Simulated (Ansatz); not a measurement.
Basis-set extrapolation for C2H5FO (`COCF`) (PBE0-D4/def2-TZVP geometry, frozen core, Ansatz). Multiplicity 1, RHF reference.

```
                      def2-TZVPP   def2-QZVPP
                 HF  -253.040848  -253.052607
    MP2 correlation    -0.832974    -0.898823
CCSD(T) correlation    -0.888309      not run
```

Energies in hartree. Use E(X) = E(∞) + A·exp(−7.88·√X) for Hartree–Fock and E(X) = E(∞) + B·X^(−2.97) for correlation, with X = 3 and 4, and add CCSD(T) minus MP2 of the smaller set to the MP2 limit.

Task: What is the CCSD(T) energy at the basis-set limit?

Result: HF limit: -253.052607 + (-0.011759) × 0.13774 = -253.05423. MP2 limit: -0.898823 + (-0.065849) × 0.74074 = -0.94760. Higher-order term: -0.888309 − (-0.832974) = -0.05534. Total: -254.05717 hartree, 80.3 kcal/mol below CCSD(T)/def2-TZVPP.
